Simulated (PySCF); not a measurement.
# CH2=CHCHFCH3: full NMR table

| Property | Result |
| --- | --- |
| Formula | C4H7F |
| SMILES | C=C[C@H](C)F |
| InChI | InChI=1S/C4H7F/c1-3-4(2)5/h3-4H,1H2,2H3/t4-/m0/s1 |
| Point group of the computed structure | C1 |
| Degrees of unsaturation | 1 |
| Carbon signals | 4 |
| Proton signals | 5 |

Numbering as in the mapped SMILES `[CH2:1]=[CH:2][C@H:3]([CH3:4])[F:5]`; H(Xn) means a hydrogen on atom n. Ha(C1) is cis to C3; Hb(C1) is trans to C3.

[PySCF 2.14: structure optimised with PBE0-D3(BJ)/def2-TZVP; NMR shieldings at B97-2/pcSseg-2/GIAO; no solvent model; relativity neglected; equivalent nuclei averaged; one computed conformer]

Scale: ¹H (σref 31.64), ¹³C (σref 185.38) against TMS; CFCl3 for ¹⁹F (σref 175.98) (reference shieldings calculated alike).

| carbon | δC, type | δH (multiplicity) | HMBC from (2–3 bonds) | span of the C tensor (ppm) |
| --- | --- | --- | --- | --- |
| C1 | 119.2, CH2 | Hb(C1) 5.41 (m); Ha(C1) 5.77 (m) | H(C2), H(C3) | 224 |
| C2 | 148.5, CH | 6.17 (m) | Ha(C1), Hb(C1), H(C3), H(C4) | 228 |
| C3 | 94.4, CH | 5.23 (m) | H(C2), Ha(C1), Hb(C1), H(C4) | 82 |
| C4 | 23.9, CH3 | 1.30 (m) | H(C2), H(C3) | 36 |

Other nuclei:
```csv
atoms,nucleus,environment,δ (ppm),σ (ppm)
F5,¹⁹F,fluorine on an sp3 carbon,-206.9,382.8
```

1. Carbon types of the structure: 2 × CH, 1 × CH2, 1 × CH3, which accounts for all hydrogens.
2. δC 148.5: alkene CH; an sp2 carbon of a C=C bond.
3. δC 119.2: terminal =CH2 carbon; the olefinic region.
4. δC 94.4: allylic sp3 CH bonded to F; deshielded by the electronegative neighbour.
5. δC 23.9: methyl carbon; a saturated carbon with 1 carbon neighbour and no heteroatom attached.
6. δH 5.23: hydrogen on an allylic sp3 CH bonded to F; its carbon carries F, which withdraws density.

Splittings by ¹⁹F in the carbon and heteronuclear signals aren't shown, as no couplings were computed. Shifts are as computed. Against solution values, carbons near 30 ppm lie about +3 ppm off and those near 130 ppm about +7 ppm. Of 1211 compounds with measured shifts, 218 miss one by over three times the rms of a fit or turn the order of signals round; such compounds aren't used in these exercises. Unscaled 19F shifts against computed CFCl3 carry errors that often reach 10 to 50 ppm. Multiplicities follow the n + 1 count of equivalent neighbours, as no J values were calculated; m marks all less simple cases, F and P coupling included.
